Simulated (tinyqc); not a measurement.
A ladder of methods, and size consistency: correlation methods against full CI in the sto-3g basis, for H2O, spin multiplicity 1. Computed by the program tinyqc with PySCF. All electrons correlated; +Q is the Davidson correction (1 - c0^2) E_corr. The last columns treat two copies 100 angstrom apart as one system. FCI is the lowest singlet.

Geometry (angstrom):
```
atom       x        y       z
O     0.0000   0.0000  0.0000
H     0.0000   0.8270  0.6660
H     0.0000  -0.8270  0.6660
```

RHF energy of one = -74.955095 hartree

Correlation energies (hartree):
```
method   E_corr of one  share of FCI (%)  E_corr of two at 100 angstrom  two minus twice one (mhartree)
MP2           -0.04543            70.081                       -0.09087                           0.000
CISD          -0.06344            97.860                       -0.12232                           4.567
CISD+Q        -0.06591           101.660                       -0.13080                           1.016
CCSD          -0.06465            99.722                       -0.12930                           0.000
CCSD(T)       -0.06474            99.854                       -0.12947                           0.000
FCI           -0.06483           100.000                              -                               -
```

What does the comparison show, and why?

MP2 recovers 70 %, CISD 97.9 % and CCSD 99.7 % of the FCI value (c0^2 = 0.961 in CISD). MP2 and coupled cluster are size consistent, so their last column vanishes; CISD loses 4.57 mhartree, since a double excitation on each copy is a quadruple of the pair, and the Davidson correction leaves +1.02.
